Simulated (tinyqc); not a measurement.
Coupled-perturbed Hartree-Fock on RHF in the sto-3g basis, for H2O, spin multiplicity 1, step by step. One step of it, computed by the program tinyqc.

Task: Coupled step 1. U_ai = -(mu_ai + sum_bj [4 (ai|bj) - (ab|ij) - (aj|bi)] U_bj) / (e_a - e_i); alpha = -4 sum U_ai mu_ai.

uncoupled U:
```
           i1        i2         i3         i4        i5
a6   0.000011  0.000111  -0.901940  -0.005238  0.000000
a7  -0.002672  0.053887  -0.003806   0.714820  0.000000
```

dipole integrals <a|y|i> (bohr):
```
           i1         i2        i3         i4        i5
a6  -0.000235  -0.000189  0.951721   0.004790  0.000000
a7   0.055794  -0.099344  0.004559  -0.755532  0.000000
```

orbital energies (hartree): MO1 -20.250268, MO2 -1.213213, MO3 -0.567390, MO4 -0.426620, MO5 -0.383015, MO6 0.487804, MO7 0.630335

Two-electron integrals over orbitals (pq|rs), unique and non-zero (hartree):
```
(11|11) 4.746207    (21|11) -0.426322   (21|21) 0.060554    (22|11) 1.015779
(22|21) -0.014863   (22|22) 0.722120    (31|11) -0.000435   (31|21) 0.000054
(31|22) -0.000043   (31|31) 0.010383    (32|11) 0.000254    (32|21) -0.000025
(32|22) -0.000127   (32|31) 0.016705    (32|32) 0.134111    (33|11) 0.763774
(33|21) -0.004555   (33|22) 0.618168    (33|31) 0.000013    (33|32) 0.000051
(33|33) 0.599081    (41|11) 0.165264    (41|21) -0.021441   (41|22) 0.012849
(41|31) -0.000032   (41|32) -0.000005   (41|33) 0.005543    (41|41) 0.025158
(42|11) -0.140424   (42|21) 0.008120    (42|22) -0.018133   (42|31) -2.63e-06
(42|32) -0.000059   (42|33) 0.005010    (42|41) 0.019379    (42|42) 0.129691
(43|11) -0.000479   (43|21) 0.000016    (43|22) -0.000209   (43|31) -0.002446
(43|32) 0.027606    (43|33) -0.000112   (43|41) 0.000025    (43|42) 0.000217
(43|43) 0.052495    (44|11) 0.960271    (44|21) -0.011848   (44|22) 0.669374
(44|31) 1.44e-06    (44|32) 0.000222    (44|33) 0.572379    (44|41) -0.009735
(44|42) -0.099328   (44|43) -0.000209   (44|44) 0.730251    (51|51) 0.025985
(52|51) 0.033069    (52|52) 0.149108    (53|51) 0.000032    (53|52) 0.000114
(53|53) 0.026561    (54|51) -0.011960   (54|52) -0.043656   (54|53) -0.000062
(54|54) 0.050028    (55|11) 1.115352    (55|21) -0.012047   (55|22) 0.752410
(55|31) -0.000012   (55|32) 0.000129    (55|33) 0.604496    (55|41) 0.004623
(55|42) -0.075886   (55|43) -0.000274   (55|44) 0.705179    (55|55) 0.880159
(61|11) 0.210862    (61|21) -0.031811   (61|22) 0.002423    (61|31) -0.000076
(61|32) -0.000067   (61|33) -0.000270   (61|41) -0.002011   (61|42) -0.020358
(61|43) -0.000017   (61|44) 0.016340    (61|55) 0.005689    (61|61) 0.026769
(62|11) -0.277873   (62|21) 0.006475    (62|22) -0.133405   (62|31) -0.000040
(62|32) -0.000282   (62|33) -0.065398   (62|41) -0.018280   (62|42) -0.029378
(62|43) 0.000125    (62|44) -0.072665   (62|55) -0.146347   (62|61) 0.008363
(62|62) 0.095455    (63|11) -0.001551   (63|21) 0.000031    (63|22) -0.000773
(63|31) -0.002478   (63|32) 0.042116    (63|33) -0.000448   (63|41) -0.000011
(63|42) 0.000290    (63|43) 0.037029    (63|44) -0.000499   (63|55) -0.000876
(63|61) -0.000005   (63|62) 0.000398    (63|63) 0.078329    (64|11) -0.253037
(64|21) 0.003068    (64|22) -0.118177   (64|31) 0.000037    (64|32) 0.000285
(64|33) -0.045528   (64|41) -0.002184   (64|42) 0.039008    (64|43) 0.000254
(64|44) -0.129456   (64|55) -0.138859   (64|61) -0.000790   (64|62) 0.062662
(64|63) 0.000701    (64|64) 0.086581    (65|51) -0.014004   (65|52) -0.054173
(65|53) -0.000134   (65|54) -0.003630   (65|65) 0.035234    (66|11) 0.773249
(66|21) -0.007219   (66|22) 0.591272    (66|31) 0.000043    (66|32) 0.000714
(66|33) 0.550542    (66|41) 0.018610    (66|42) 0.052223    (66|43) 0.000509
(66|44) 0.540713    (66|55) 0.574231    (66|61) -0.008300   (66|62) -0.089579
(66|63) 0.000392    (66|64) -0.048977   (66|66) 0.579458    (71|11) 0.001094
(71|21) -0.000172   (71|22) -0.000009   (71|31) 0.014539    (71|32) 0.022190
(71|33) 0.000031    (71|41) 0.000015    (71|42) -0.000068   (71|43) -0.003508
(71|44) 0.000069    (71|55) 0.000028    (71|61) 0.000044    (71|62) -0.000054
(71|63) -0.002957   (71|64) 0.000041    (71|66) 0.000063    (71|71) 0.020395
(72|11) -0.001539   (72|21) 0.000031    (72|22) -0.000744   (72|31) 0.014599
(72|32) 0.052240    (72|33) -0.000221   (72|41) -0.000064   (72|42) 0.000013
(72|43) -0.029745   (72|44) -0.000503   (72|55) -0.000792   (72|61) -0.000055
(72|62) 0.000173    (72|63) -0.030780   (72|64) 0.000376    (72|66) -0.000445
(72|71) 0.019478    (72|72) 0.067357    (73|11) 0.369895    (73|21) -0.007055
(73|22) 0.160531    (73|31) 2.31e-06    (73|32) 0.000415    (73|33) 0.088821
(73|41) -0.000293   (73|42) -0.074270   (73|43) -0.000026   (73|44) 0.151554
(73|55) 0.200603    (73|61) 0.005824    (73|62) -0.071684   (73|63) -0.000281
(73|64) -0.092868   (73|66) 0.041829    (73|71) 0.000037    (73|72) -0.000499
(73|73) 0.156251    (74|11) -0.000585   (74|21) 0.000008    (74|22) -0.000184
(74|31) -0.008273   (74|32) -0.072239   (74|33) -0.000142   (74|41) -0.000023
(74|42) -0.000012   (74|43) -0.008692   (74|44) -0.000356   (74|55) -0.000301
(74|61) 0.000058    (74|62) 0.000302    (74|63) -0.053069   (74|64) -0.000128
(74|66) -0.000658   (74|71) -0.011546   (74|72) -0.017735   (74|73) -0.000501
(74|74) 0.068611    (75|51) -0.000072   (75|52) -0.000282   (75|53) 0.023946
(75|54) 0.000025    (75|65) 0.000051    (75|75) 0.025401    (76|11) -0.000221
(76|21) 0.000009    (76|22) 0.000078    (76|31) -0.008109   (76|32) -0.091309
(76|33) -0.000104   (76|41) 0.000063    (76|42) 0.000257    (76|43) -0.059051
(76|44) -0.000326   (76|55) -0.000113   (76|61) -0.000009   (76|62) -0.000086
(76|63) -0.070391   (76|64) -0.000367   (76|66) -0.000838   (76|71) -0.011036
(76|72) 0.003738    (76|73) -0.000590   (76|74) 0.059100    (76|76) 0.115628
(77|11) 0.854273    (77|21) -0.009275   (77|22) 0.613959    (77|31) -0.000090
(77|32) -0.000830   (77|33) 0.587987    (77|41) 0.003664    (77|42) -0.019735
(77|43) -0.000581   (77|44) 0.589886    (77|55) 0.616565    (77|61) 0.004345
(77|62) -0.064004   (77|63) -0.001071   (77|64) -0.050283   (77|66) 0.550934
(77|71) -0.000088   (77|72) -0.000348   (77|73) 0.100275    (77|74) 0.000461
(77|76) 0.000828    (77|77) 0.604388
```

Give: U after step 1; polarisability.

Result:

U after step 1:
```
         i1      i2       i3       i4      i5
a6   0.0000  0.0002  -1.1328  -0.0064  0.0000
a7  -0.0020  0.0985  -0.0053   0.9247  0.0000
```

polarisability = 7.1468 bohr^3
